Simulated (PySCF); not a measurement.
Record of a relaxation.

Species: C4H3NO.
Atom-mapped SMILES: `[CH:1]#[C:2][C:3](=[O:4])[N:5]=[CH2:6]` (hydrogens: H7 on C1; H8, H9 on C6)

Method: PBE0-D3(BJ)/def2-SVP geometry optimisation, gas phase in PySCF 2.14.0; density fitting, grid level 1; the optimiser is geomeTRIC in internal coordinates, started from a GFN2-xTB structure with every atom displaced at random (about 0.01 Å). 8 of its 12 geometries are shown. The frame can shift and turn from step to step; on so coarse a grid that alone can change the energy by a few meV, and forces under 0.02 eV/Å are noise.

Step 0: E = -7715.9373 eV, largest atomic force 2.613 eV/Å
```
atom  x, y, z in Å  |  force x, y, z in eV/Å
C1      1.837   -1.290   -1.418   -2.087   0.649   1.432
C2      0.868   -1.017   -0.726    1.175  -0.430  -0.740
C3     -0.242   -0.721    0.169    1.130  -0.176  -0.405
O4     -0.444   -1.360    1.163   -0.481  -0.175   0.746
N5     -1.013    0.264   -0.343   -1.145   0.647  -0.221
C6     -1.153    1.495   -0.126    0.779  -0.713   0.466
H7      2.645   -1.489   -2.040    1.249  -0.360  -0.898
H8     -0.532    2.069    0.579    0.103  -0.003   0.164
H9     -1.909    2.032   -0.661   -0.723   0.560  -0.544
```

Step 2: E = -7716.0521 eV, largest atomic force 0.476 eV/Å
```
atom  x, y, z in Å  |  force x, y, z in eV/Å
C1      1.821   -1.148   -1.522   -0.029  -0.223   0.219
C2      0.902   -1.030   -0.738    0.012   0.320  -0.351
C3     -0.214   -0.726    0.146    0.055  -0.085   0.052
O4     -0.380   -1.275    1.207   -0.101   0.065   0.056
N5     -1.106    0.192   -0.403   -0.057  -0.161  -0.138
C6     -1.179    1.405   -0.073    0.155  -0.068   0.214
H7      2.658   -1.334   -2.171   -0.012   0.055  -0.028
H8     -0.494    1.848    0.671   -0.058   0.141  -0.013
H9     -1.949    2.054   -0.518    0.034  -0.045  -0.011
```

Step 3: E = -7716.0643 eV, largest atomic force 0.874 eV/Å
```
atom  x, y, z in Å  |  force x, y, z in eV/Å
C1      1.841   -1.179   -1.531   -0.625   0.005   0.611
C2      0.904   -1.005   -0.773    0.417   0.023  -0.501
C3     -0.209   -0.708    0.122    0.233  -0.079   0.031
O4     -0.359   -1.235    1.194   -0.024  -0.096   0.120
N5     -1.106    0.196   -0.424   -0.077   0.232  -0.102
C6     -1.192    1.398   -0.049   -0.014  -0.075   0.061
H7      2.678   -1.381   -2.169    0.144  -0.001  -0.137
H8     -0.543    1.854    0.720    0.063  -0.073   0.000
H9     -1.956    2.046   -0.492   -0.117   0.064  -0.083
```

Step 5: E = -7716.0730 eV, largest atomic force 0.614 eV/Å
```
atom  x, y, z in Å  |  force x, y, z in eV/Å
C1      1.866   -1.237   -1.530    0.478  -0.101  -0.372
C2      0.921   -0.973   -0.828   -0.473   0.010   0.323
C3     -0.182   -0.669    0.075    0.149   0.175   0.096
O4     -0.307   -1.178    1.162   -0.048  -0.023  -0.099
N5     -1.091    0.237   -0.466   -0.064  -0.064  -0.038
C6     -1.236    1.406   -0.015    0.020  -0.011   0.005
H7      2.709   -1.474   -2.158   -0.074   0.020   0.056
H8     -0.609    1.816    0.798   -0.029   0.026   0.012
H9     -2.013    2.060   -0.439    0.041  -0.033   0.017
```

Step 6: E = -7716.0762 eV, largest atomic force 0.110 eV/Å
```
atom  x, y, z in Å  |  force x, y, z in eV/Å
C1      1.870   -1.246   -1.536    0.085  -0.006  -0.070
C2      0.928   -0.977   -0.825   -0.075   0.022   0.043
C3     -0.170   -0.658    0.079    0.022  -0.051   0.005
O4     -0.308   -1.185    1.155   -0.029   0.034   0.007
N5     -1.079    0.245   -0.467    0.044   0.009  -0.016
C6     -1.238    1.411   -0.011   -0.056   0.003   0.011
H7      2.706   -1.489   -2.168   -0.023   0.003   0.017
H8     -0.639    1.827    0.819    0.018  -0.010  -0.008
H9     -2.013    2.058   -0.448    0.015  -0.004   0.011
```

Step 8: E = -7716.0770 eV, largest atomic force 0.040 eV/Å
```
atom  x, y, z in Å  |  force x, y, z in eV/Å
C1      1.872   -1.246   -1.540   -0.027   0.022   0.012
C2      0.930   -0.978   -0.826    0.027  -0.029  -0.006
C3     -0.167   -0.656    0.076   -0.006   0.007  -0.006
O4     -0.311   -1.175    1.155    0.005   0.000   0.005
N5     -1.072    0.249   -0.474   -0.004  -0.003  -0.017
C6     -1.241    1.408   -0.007    0.006   0.006   0.008
H7      2.706   -1.489   -2.173    0.005  -0.003  -0.003
H8     -0.644    1.817    0.828   -0.005  -0.003   0.007
H9     -2.015    2.057   -0.441   -0.001   0.003   0.001
```

Step 9: E = -7716.0773 eV, largest atomic force 0.039 eV/Å
```
atom  x, y, z in Å  |  force x, y, z in eV/Å
C1      1.874   -1.252   -1.544    0.023   0.008  -0.031
C2      0.934   -0.978   -0.832   -0.023  -0.006   0.018
C3     -0.161   -0.650    0.070   -0.001   0.007   0.012
O4     -0.303   -1.164    1.151   -0.008   0.002   0.005
N5     -1.065    0.256   -0.483    0.011  -0.007  -0.030
C6     -1.246    1.408   -0.001   -0.008   0.000   0.018
H7      2.707   -1.500   -2.178   -0.001  -0.002   0.005
H8     -0.666    1.806    0.851    0.006  -0.001  -0.001
H9     -2.017    2.060   -0.437    0.001   0.000   0.004
```

Step 11: E = -7716.0779 eV, largest atomic force 0.025 eV/Å
```
atom  x, y, z in Å  |  force x, y, z in eV/Å
C1      1.883   -1.263   -1.564    0.013  -0.002  -0.021
C2      0.947   -0.978   -0.849   -0.016   0.012   0.006
C3     -0.143   -0.628    0.049    0.018  -0.009   0.015
O4     -0.286   -1.126    1.139   -0.012   0.002  -0.001
N5     -1.040    0.281   -0.513   -0.011  -0.008  -0.013
C6     -1.263    1.402    0.024    0.010   0.013   0.002
H7      2.710   -1.524   -2.200    0.001   0.000   0.005
H8     -0.723    1.760    0.919    0.000  -0.005   0.002
H9     -2.027    2.063   -0.408   -0.003  -0.003   0.005
```

Q: Summarise the path.

A: The energy falls by 0.1406 eV from step 0 to step 11; nine tenths of that is first reached at step 3. It falls at every step. The largest force goes from 2.613 to 0.025 eV/Å. Among the bonds C3–N5 changes most, from 1.351 to 1.395 Å; the atoms move by 0.213 Å rms after alignment.

Q: Follow the three bonds and two angles with the largest change from start to end.

A: 
```csv
step,E above end (eV),largest force (eV/Å),C3–N5 (Å),C1–H7 (Å),C6–H9 (Å),C3–N5–C6 (°),O4–C3–N5 (°)
0,0.1406,2.613,1.351,1.040,1.071,135.4,127.3
1,0.0398,0.893,1.397,1.081,1.104,125.7,123.0
2,0.0259,0.476,1.393,1.076,1.100,124.7,124.0
3,0.0136,0.874,1.386,1.071,1.095,123.3,123.7
4,0.0060,0.294,1.387,1.073,1.097,122.8,123.6
5,0.0050,0.614,1.393,1.078,1.101,122.6,123.8
6,0.0017,0.110,1.393,1.076,1.100,122.7,123.9
7,0.0015,0.129,1.393,1.075,1.099,122.6,123.5
8,0.0010,0.040,1.393,1.075,1.099,122.5,123.7
9,0.0006,0.039,1.394,1.076,1.099,122.4,123.8
10,0.0002,0.053,1.395,1.076,1.099,121.8,123.9
11,0.0000,0.025,1.395,1.075,1.099,121.4,123.8
```

The cost below is that of the whole optimisation. Time: 54 s of wall time; peak memory 0.40 GiB. Hardware: an Arm Neoverse N1 with one thread, shared host with 64 logical CPUs at a one-minute load of 25.
